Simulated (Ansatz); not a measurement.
A displaced shape of singlet CH3F:

```yaml
atoms:
  - { symbol: C, position_ang: [-0.0144, -0.0467, -0.6295] }
  - { symbol: F, position_ang: [-0.0296, -0.0257, 0.7758] }
  - { symbol: H, position_ang: [0.0243, -1.0750, -0.9768] }
  - { symbol: H, position_ang: [-0.9243, 0.5199, -1.0386] }
  - { symbol: H, position_ang: [0.9044, 0.4687, -1.0010] }
```

It was optimised with PBE0/def2-SVP in Ansatz (development build ahead of 0.2.0) to forces under 0.001 eV/Å, with restricted orbitals. Each step stands on the lowest determinant of that kind that the program's search found.

(1) What shape does it relax to, and how does the optimisation go?

Results:

(1)

```yaml
atoms:
  - { symbol: C, position_ang: [-0.0071, -0.0323, -0.6200] }
  - { symbol: F, position_ang: [-0.0322, -0.0154, 0.7431] }
  - { symbol: H, position_ang: [-0.0035, -1.0729, -0.9850] }
  - { symbol: H, position_ang: [-0.8955, 0.4837, -1.0207] }
  - { symbol: H, position_ang: [0.8987, 0.4782, -0.9876] }
```

Bond lengths: C1–F2 1.363 Å, C1–H3 1.103 Å, C1–H4 1.103 Å, C1–H5 1.103 Å. Angles: F2–C1–H3 110.0°, F2–C1–H4 110.0°, F2–C1–H5 110.0°, H3–C1–H4 108.9°, H3–C1–H5 108.9°, H4–C1–H5 108.9°.

| step | E − E(start) (eV) | largest force (eV/Å) |
| --- | --- | --- |
| 1 | 0.0000 | 1.4933 |
| 2 | -0.0713 | 0.6079 |
| 3 | -0.0800 | 0.1647 |
| 4 | -0.0804 | 0.0364 |
| 5 | -0.0804 | 0.0015 |
| 6 | -0.0804 | 0.0005 |

The optimisation ended after 6 steps with its threshold met.
